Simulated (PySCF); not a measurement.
Compound: C₃H₂ClF.
Numbering: `[F:1][C:2]1=[CH:3][C@H:4]1[Cl:5]` (hydrogens: H6 on C3; H7 on C4)

Structure used (PBE0-D3(BJ)/def2-SVP), in Å, numbered top down from 1:
```
atom  x, y, z in Å
F1     0.4499   -1.0681   -1.8230
C2     0.2899   -0.3175   -0.7767
C3     0.3568    0.8580   -0.2321
C4    -0.1528   -0.2884    0.6004
Cl5   -1.9039   -0.3982    1.0019
H6     0.5487    1.9263   -0.2318
H7     0.4150   -0.7090    1.4412
```

Method used: PySCF 2.14.0, density-fitted response routines, TDDFT B3LYP/def2-SVPD, vertical, gas phase, core orbitals frozen in the response.

Transition dipole moments from the ground state, in atomic units and in the frame of the coordinates above (overall signs are arbitrary), for the states with f of 0.002 or more among the lowest 10:

| state | E (eV) | μx | μy | μz |
| --- | --- | --- | --- | --- |
| S1 | 6.300 | 0.124 | -0.015 | -0.083 |
| S3 | 6.926 | -0.320 | -0.587 | -0.031 |
| S4 | 7.143 | 0.086 | 0.158 | 0.013 |
| S5 | 7.220 | -0.204 | -0.169 | -0.034 |
| S8 | 7.699 | -0.793 | 0.076 | 0.213 |
| S9 | 7.864 | 0.162 | 0.100 | -0.371 |
| S10 | 8.018 | 0.139 | -0.057 | 0.036 |

(1) Work out the oscillator strengths.

(2) Which bond between heavy atoms lies closest to the direction of the S8 transition dipole?

(3) What angle do the transition dipoles of S3 and S5 make?

(4) What peak molar absorption coefficient would the strongest computed level give as a lone Gaussian band 0.4 eV wide at half height?

Answers

(1) f = (2/3) ΔE |μ|² with ΔE in hartree (27.2114 eV).

```
state  |μ|² (au)  |μ| (D)      f
   S1      0.023     0.38  0.003
   S3      0.447     1.70  0.076
   S4      0.033     0.46  0.006
   S5      0.071     0.68  0.013
   S8      0.680     2.10  0.128
   S9      0.174     1.06  0.034
  S10      0.024     0.39  0.005
```

(2) C4–Cl5, at 9° from it; next C2–C4 at 57°.

(3) |cos θ| = |μa·μb| / (|μa| |μb|) = 0.93, so θ ≈ 22° (taken between 0 and 90°, since the signs are arbitrary).

(4) ε(max) = 2.175×10⁸ f / FWHM, with the width in cm⁻¹. S8: 2.175×10⁸ × 0.1283 / 3226 ≈ 8600 L mol⁻¹ cm⁻¹.

All these states lie below the vertical ionisation energy of 10.47 eV (ΔSCF).
